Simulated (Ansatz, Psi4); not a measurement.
**Worked example: vertical ionisation energy of C5H10O (tetrahydropyran)**

C5H10O has 16 atoms, charge 0, and is taken as a singlet. As SMILES, `C1CCOCC1`. The shape is that of a PBE0-D4/def2-TZVP optimisation. This is one conformer, not always the lowest.

```xyz
16

C    -0.1359    0.9776    0.7559
C    -1.3077    0.4025   -0.0282
C    -1.0377   -1.0487   -0.3810
O     0.1694   -1.2022   -1.0922
C     1.2786   -0.7523   -0.3478
C     1.1646    0.7188    0.0072
H    -0.0881    0.4937    1.7396
H    -0.2753    2.0466    0.9381
H    -2.2382    0.4746    0.5433
H    -1.4494    0.9699   -0.9544
H    -1.0032   -1.6545    0.5403
H    -1.8239   -1.4562   -1.0200
H     1.3717   -1.3507    0.5743
H     2.1597   -0.9466   -0.9629
H     2.0305    1.0206    0.6045
H     1.1850    1.3069   -0.9166
```

Both states at this one shape; open shells run unrestricted unless said. 1 Eh = 27.2114 eV.

```tsv
level	program	singlet C5H10O (Eh)	doublet C5H10O+ (Eh)	HOMO of the first (eV)
BLYP/6-31G* (spherical functions)	Psi4	-271.616840	-271.300381	-5.13
revPBE/6-31G* (spherical functions)	Psi4	-271.671716	-271.352436	-5.21
B3LYP/6-31G* (Cartesian functions)	Ansatz	-271.769897	-271.436106	-6.61
```

Question: Work out the vertical ionisation energy at each level.

Answer: 
1. BLYP/6-31G* (spherical functions): -271.300381 − (-271.616840) = 0.316459 Eh = 8.61 eV; −ε(HOMO) = 5.13 eV.
2. revPBE/6-31G* (spherical functions): -271.352436 − (-271.671716) = 0.319280 Eh = 8.69 eV; −ε(HOMO) = 5.21 eV.
3. B3LYP/6-31G* (Cartesian functions): -271.436106 − (-271.769897) = 0.333791 Eh = 9.08 eV; −ε(HOMO) = 6.61 eV.

No measured value is set beside it here; the levels span 8.61 to 9.08 eV. In semi-local functionals −ε(HOMO) lies far under the ionisation energy, a result of self-interaction.
